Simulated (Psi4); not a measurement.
**CH5BF− (SMILES C[BH2-]F) at 6 levels**

We compute a comparison of 6 runs (HF/3-21G, B3LYP/6-31G*, PBE0/def2-SVP, BLYP/aug-cc-pVDZ, SCS-MP2/cc-pCVDZ, OMP2/6-31+G*) of CH5BF−. 

The results are computed with Psi4 1.11.

1 further run of the same task is left out (set aside as unsound or not needed).

## (1) Starting point

The species is CH5BF− (8 atoms), meant as a singlet with charge -1. SMILES: `C[BH2-]F`. The coordinates come from a GFN2-xTB relaxation.

Bond lengths: C1–B2 1.647 Å, B2–F3 1.455 Å, C1–H4 1.094 Å, C1–H5 1.093 Å, C1–H6 1.093 Å, B2–H7 1.227 Å, B2–H8 1.227 Å. Some angles: C1–B2–F3 109.2°, C1–B2–H7 111.1°, C1–B2–H8 111.2°, F3–B2–H7 107.4°, F3–B2–H8 107.4°, B2–C1–H4 111.1°, B2–C1–H5 112.1°, B2–C1–H6 112.0°, H7–B2–H8 110.6°, H4–C1–H5 107.2°.

## (2) Energy and gradient at HF/3-21G (run 1)

File ch5bf.inp:

```
memory 1.6 GB

molecule geom {
  -1 1
  C     -0.631540     0.494350    -0.258780
  B      0.558430    -0.523170     0.253040
  F      1.822410     0.196230     0.281390
  H     -1.599680    -0.014200    -0.285860
  H     -0.440060     0.877130    -1.264440
  H     -0.740590     1.361010     0.397950
  H      0.338240    -0.921460     1.392730
  H      0.692770    -1.469900    -0.516030
  symmetry c1
  no_reorient
  no_com
}

set {
  puream        true
  e_convergence 1e-09
  d_convergence 1e-08
  scf_type      pk
}

E, wfn = gradient('hf/3-21G', return_wfn=True)
oeprop(wfn, 'MAYER_INDICES', 'MULLIKEN_CHARGES', 'DIPOLE')
```

Command:

```
psi4 -i ch5bf.inp -o ch5bf.out -n 1
```

ch5bf.out:

```text
[...]
  Running in c1 symmetry.
[...]
  Nuclear repulsion =   67.870113448199547
[...]
  Multiplicity = 1
[...]
  Nalpha       = 13
  Nbeta        = 13
[...]
    Number of basis functions: 37
[...]
   @RHF iter   1:  -163.95879984077746   -1.02819e+00   1.09981e-02 DIIS/ADIIS
[...]
   @RHF iter  10:  -164.04661472869677   -2.24532e-12   6.46804e-09 DIIS
[...]
    Orbital Energies [Eh]
    ---------------------
    Doubly Occupied:
       1A    -25.825199     2A    -10.915023     3A     -7.291673
       4A     -1.243490     5A     -0.717638     6A     -0.454302
       7A     -0.360732     8A     -0.359919     9A     -0.326024
      10A     -0.314988    11A     -0.290292    12A     -0.174671
      13A     -0.162791
[...]
  @RHF Final Energy:  -164.04661472869677
   => Energetics <=
    Nuclear Repulsion Energy =             67.8701134481995467
    One-Electron Energy =                -366.9599773479702094
    Two-Electron Energy =                 135.0432491710738816
    Total Energy =                       -164.0466147286967669
[...]
  -Total Gradient:
     Atom            X                  Y                   Z
    ------   -----------------  -----------------  -----------------
       1        0.005062654579     0.003648441766     0.000045665600
       2       -0.017046316508    -0.009370946327    -0.000653394282
       3       -0.004721709727    -0.004871950724     0.000590019398
       4        0.000791313820    -0.000505074125     0.000305837015
       5       -0.000255587738    -0.000101488016     0.000271259619
       6       -0.000158463582    -0.000242357349    -0.000322983470
       7        0.008979082517     0.004447785149    -0.004644228150
       8        0.007349026640     0.006995589625     0.004407824270
[...]
```

Wall time 2.3 s (1 thread of Intel Xeon Platinum 8375C at 2.90GHz (Ice Lake), shared host); peak memory 0.18 GiB.

## (3) Energy and gradient at B3LYP/6-31G(d) (Cartesian functions) (run 2)

File ch5bf.py:

```python
import psi4

psi4.set_memory(1600000000)
psi4.set_num_threads(1)
psi4.set_output_file('output.dat', False)

molecule = psi4.geometry("""
-1 1
C     -0.631540     0.494350    -0.258780
B      0.558430    -0.523170     0.253040
F      1.822410     0.196230     0.281390
H     -1.599680    -0.014200    -0.285860
H     -0.440060     0.877130    -1.264440
H     -0.740590     1.361010     0.397950
H      0.338240    -0.921460     1.392730
H      0.692770    -1.469900    -0.516030
units angstrom
symmetry c1
""")

psi4.set_options({
    'basis': '6-31G*',
    'puream': False,
    'e_convergence': 1e-09,
    'd_convergence': 1e-08,
    'scf_type': 'pk',
    'dft_radial_points': 99,
    'dft_spherical_points': 590,
})

e_tot, wfn = psi4.gradient('B3LYP', return_wfn=True)
psi4.oeprop(wfn, 'QUADRUPOLE', 'WIBERG_LOWDIN_INDICES', 'MULLIKEN_CHARGES', title='B3LYP')
print('gradient / Eh bohr^-1')
print(e_tot.np.round(6))
print(f'energy = {wfn.energy():.10f} Eh')
```

Command:

```
python ch5bf.py
```

output.dat:

```text
[...]
  Running in c1 symmetry.
[...]
  Nuclear repulsion =   67.870113448199547
[...]
  Multiplicity = 1
[...]
  Nalpha       = 13
  Nbeta        = 13
[...]
    Number of basis functions: 55
[...]
   @RKS iter   1:  -165.55820722223771   -4.55038e-01   1.38734e-02 ADIIS/DIIS
[...]
   @RKS iter  10:  -165.86690589195138   -5.17275e-12   7.74936e-09 DIIS
[...]
  @RKS Final Energy:  -165.86690589195138
   => Energetics <=
    Nuclear Repulsion Energy =             67.8701134481995467
    One-Electron Energy =                -368.2826592593103214
    Two-Electron Energy =                 152.4525709327535310
    DFT Exchange-Correlation Energy =     -17.9069310135941464
    Empirical Dispersion Energy =           0.0000000000000000
    VV10 Nonlocal Energy =                  0.0000000000000000
    Total Energy =                       -165.8669058919513759
[...]
  -Total Gradient:
     Atom            X                  Y                   Z
    ------   -----------------  -----------------  -----------------
       1       -0.005942666319     0.010262579441    -0.003891733643
       2       -0.009656073992    -0.010494989683     0.001060312678
       3       -0.004158417092    -0.005079176481     0.000745331827
       4        0.007049589382     0.001454290173     0.000868149804
       5       -0.000449141943    -0.003110042414     0.006497695049
       6        0.001387118862    -0.006057351647    -0.003737878350
       7        0.006950416989     0.004843974464    -0.006672067536
       8        0.004807442507     0.008190085330     0.005125338268
[...]
```

On the terminal:

```text
gradient / Eh bohr^-1
[[-0.005943  0.010263 -0.003892]
 [-0.009656 -0.010495  0.00106 ]
 [-0.004158 -0.005079  0.000745]
 [ 0.00705   0.001454  0.000868]
 [-0.000449 -0.00311   0.006498]
 [ 0.001387 -0.006057 -0.003738]
 [ 0.00695   0.004844 -0.006672]
 [ 0.004807  0.00819   0.005125]]
energy = -165.8669058920 Eh
```

Wall time 13 s (1 thread of Intel Xeon Platinum 8375C at 2.90GHz (Ice Lake), shared host); peak memory 0.91 GiB.

Runs 3 to 5 aren't shown in full; the table further down has their settings and results.

## (4) Energy and forces at OMP2/6-31+G(d) (density fitting, density fitting for correlation, Cartesian functions) (run 6)

File job.in:

```
memory 1.6 GB

molecule {
  -1 1
  C     -1.19343764     0.93418611    -0.48902333
  B      1.05527976    -0.98864802     0.47817630
  F      3.44385579     0.37082096     0.53175003
  H     -3.02295709    -0.02683411    -0.54019711
  H     -0.83159288     1.65753548    -2.38944530
  H     -1.39951227     2.57193615     0.75201651
  H      0.63918096    -1.74130703     2.63187827
  H      1.30914557    -2.77770843    -0.97515537
  units bohr
  no_reorient
  no_com
}

set globals {
  basis 6-31+G*
  scf_type df
  freeze_core true
  mp2_type df
}

result, w = gradient('omp2', return_wfn=True)
```

Command:

```
psi4 job.in job.out -n 1
```

job.out:

```text
[...]
  Running in c1 symmetry.
[...]
  Nuclear repulsion =   67.870113410925470
[...]
  Multiplicity = 1
[...]
  Nalpha       = 13
  Nbeta        = 13
[...]
    Number of basis functions: 67
[...]
   @DF-RHF iter   1:  -164.79673267127643   -9.83997e-01   7.88840e-03 ADIIS/DIIS
[...]
   @DF-RHF iter  13:  -164.95083242329886    5.68434e-14   9.87811e-11 DIIS
[...]
  @DF-RHF Final Energy:  -164.95083242329886
   => Energetics <=
    Nuclear Repulsion Energy =             67.8701134109254696
    One-Electron Energy =                -367.5448738338859584
    Two-Electron Energy =                 134.7239279996616403
    Total Energy =                       -164.9508324232988628
[...]
 Multipole Moments:
 ------------------------------------------------------------------------------------
     Multipole            Electronic (a.u.)      Nuclear  (a.u.)        Total (a.u.)
 ------------------------------------------------------------------------------------
 L = 1.  Multiply by 2.5417464519 to convert [e a0] to [Debye]
 Dipole X            :        -27.2733875           25.8047394           -1.4686482
 Dipole Y            :         -3.1436777            3.6828873            0.5392096
 Dipole Z            :         -4.1485692            3.7215888           -0.4269804
 Magnitude           :                                                    1.6217234
[...]
	Warning: cc_lambda option is changed to TRUE
	For this residual convergence, default PCG convergence is:     1.00e-07
[...]
	DF-MP2 Total Energy (a.u.)         :  -165.36310427447737
[...]
	DF-MP2 Total Energy (a.u.)         :  -165.36918268750446
[...]
	DF-OMP2 Total Energy (a.u.)        :  -165.36918268753823
[...]
```

Wall time 8.1 s (1 thread of Intel Xeon Platinum 8375C at 2.90GHz (Ice Lake), shared host); peak memory 0.63 GiB.

## (5) The series

```csv
run,level,Cartesian functions,integration grid,energy (Eh),HOMO energy (eV),LUMO energy (eV),HOMO–LUMO gap (eV),wall time
1,HF/3-21G,no,–,-164.046615,-4.43,13.31,17.74,2.3 s
2,B3LYP/6-31G* (Cartesian functions),yes,99 radial × 590 angular,-165.866906,-0.53,8.53,9.06,13 s
3,PBE0/def2-SVP,no,99 radial × 590 angular,-165.559893,-1.08,7.32,8.40,12 s
4,BLYP/aug-cc-pVDZ,no,99 radial × 590 angular,-165.840210,-0.22,3.00,3.23,42 s
5,SCS-MP2/cc-pCVDZ (Cholesky decomposition),no,–,-165.403523,-4.78,10.32,15.11,5.7 s
6,"OMP2/6-31+G* (density fitting, density fitting for correlation, Cartesian functions)",yes,–,-165.369183,-5.06,5.17,10.23,8.1 s
```

## (6) What came out

| quantity | value |
| --- | --- |
| run 6: total energy | -165.36918 Eh |
| run 6: HOMO energy (Hartree–Fock orbitals) | -5.06 eV |
| run 6: LUMO energy (Hartree–Fock orbitals) | 5.17 eV |
| run 6: HOMO–LUMO gap (to an unbound level, set by the basis) | 10.23 eV |
| run 6: correlation energy (3 core orbitals frozen) | -418.4 mEh |
| run 6: largest force on an atom | 1.151 eV/Å |

**Reading.** Over runs 1, 2, 3, 4 the HOMO–LUMO gap runs from 3.23 eV (BLYP/aug-cc-pVDZ) to 17.74 eV (HF/3-21G). The two ends differ in method and basis. The empty levels of an anion lie above zero and hang on the basis. Totals of different functionals can't be ranked against each other. All runs together took 84 s, the longest 42 s.
